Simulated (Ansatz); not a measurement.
Run this with the Python package of Ansatz (0.2.0) and show what comes out.

Script `h2s3.py`:
```python
import itertools

import ansatz as az
from ase.data import atomic_numbers, covalent_radii
import numpy as np


def main() -> None:
    molecule = (
        az.Crystal.molecule()
        .atom("S", (-1.519, -0.7571, 0.076))
        .atom("S", (-0.4091, 0.7907, 0.8263))
        .atom("S", (1.47, 0.0482, 0.79))
        .atom("H", (-1.3237, -0.4677, -1.2486))
        .atom("H", (1.8316, 0.3122, -0.4852))
    )

    calculation = molecule.calculation().basis(gaussian="def2-SVP").functional("pbe0")
    symbols = [site.symbol for site in molecule.cartesian_sites]
    start = np.array([site.position_ang for site in molecule.cartesian_sites], dtype=float)
    data = calculation.relax(force_tolerance=0.01, max_steps=100).run().report
    end = np.array(data["positions_ang"])

    minimum = az.Crystal.molecule()
    for symbol, place in zip(symbols, end):
        minimum = minimum.atom(symbol, place.tolist())
    ion = (
        minimum.calculation()
        .basis(gaussian="def2-SVP")
        .functional("pbe0")
        .charge(1)
        .spin("collinear", total=1)
    )
    vertical = ion.run().report
    settled = ion.relax(force_tolerance=0.01, max_steps=80).run().report
    print(f"vertical ionisation energy   {vertical['free_energy_ev'] - data['free_energy_ev']:.3f} eV")
    print(f"adiabatic, no zero point     {settled['free_energy_ev'] - data['free_energy_ev']:.3f} eV")
    print(f"relaxation energy of the ion {vertical['free_energy_ev'] - settled['free_energy_ev']:.3f} eV")
    ionised = np.array(settled["positions_ang"])
    radius = [covalent_radii[atomic_numbers[s]] for s in symbols]
    span = lambda where, i, j: np.linalg.norm(where[i] - where[j])
    bonded = [(i, j) for i, j in itertools.combinations(range(len(symbols)), 2) if min(span(end, i, j), span(ionised, i, j)) < 1.2 * (radius[i] + radius[j])]
    print("pair        before    after (A)")
    for i, j in bonded:
        print(f"{symbols[i]}{i}-{symbols[j]}{j}".ljust(10), f"{span(end, i, j):8.4f} {span(ionised, i, j):8.4f}")


if __name__ == "__main__":
    main()
```

```console
$ python h2s3.py
vertical ionisation energy   9.689 eV
adiabatic, no zero point     8.955 eV
relaxation energy of the ion 0.733 eV
pair        before    after (A)
S0-S1        2.0722   2.0425
S0-H3        1.3560   1.3614
S1-S2        2.0721   2.0423
S2-H4        1.3561   1.3614
```

The energies are electronic: no zero-point or thermal terms, and the basis set is short of its limit. The product may relax into another structure. Each relaxation finds its nearest minimum, which needn't be the lowest. Wall time of the script: 120 s on 1 thread of Arm Neoverse V2 (shared host), peak memory 0.25 GiB.
